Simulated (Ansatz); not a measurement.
One change: `NC1(N)CC1` becomes `NC1(F)CC1`.

Ansatz, PBE0-D4/def2-TZVP geometries, multiplicity 1. Each molecule was computed in one conformer, which needn't be the lowest.

```json
{"property": "HOMO energy (PBE/def2-TZVPP) / eV", "`NC1(N)CC1`": "-5.15"}
{"property": "HOMO–LUMO gap (ωB97M-V/def2-TZVPP) / eV", "`NC1(N)CC1`": "11.33"}
{"property": "LUMO energy (ωB97M-V/def2-TZVPP) / eV", "`NC1(N)CC1`": "2.40"}
{"property": "HOMO–LUMO gap (B3LYP/def2-TZVPP) / eV", "`NC1(N)CC1`": "7.02"}
{"property": "size of the dipole moment (B3LYP/def2-TZVPP) / D", "`NC1(N)CC1`": "1.47"}
{"property": "HOMO energy (ωB97M-V/def2-TZVPP) / eV", "`NC1(N)CC1`": "-8.94"}
```

Task: Give the same properties after the change, and the shifts. (Best estimate.)

Result: The calculation gave: 
| property | `NC1(F)CC1` | shift |
| --- | --- | --- |
| HOMO energy (PBE/def2-TZVPP) / eV | -6.32 | -1.17 |
| HOMO–LUMO gap (ωB97M-V/def2-TZVPP) / eV | 12.99 | 1.66 |
| LUMO energy (ωB97M-V/def2-TZVPP) / eV | 2.65 | 0.25 |
| HOMO–LUMO gap (B3LYP/def2-TZVPP) / eV | 8.56 | 1.54 |
| size of the dipole moment (B3LYP/def2-TZVPP) / D | 0.97 | -0.50 |
| HOMO energy (ωB97M-V/def2-TZVPP) / eV | -10.33 | -1.39 |

With PBE0 the HOMO falls by 1.32 eV and the LUMO rises by 0.29 eV, so the gap widens by about 1.61 eV. PBE moves the HOMO by -1.17 eV and ωB97M-V by -1.39 eV. Dipoles are sizes alone; their direction can turn.

Positive LUMOs are unbound, so they and the gaps depend on the basis.

B3LYP here is the variant with VWN-RPA as its local correlation; programs differ in this.
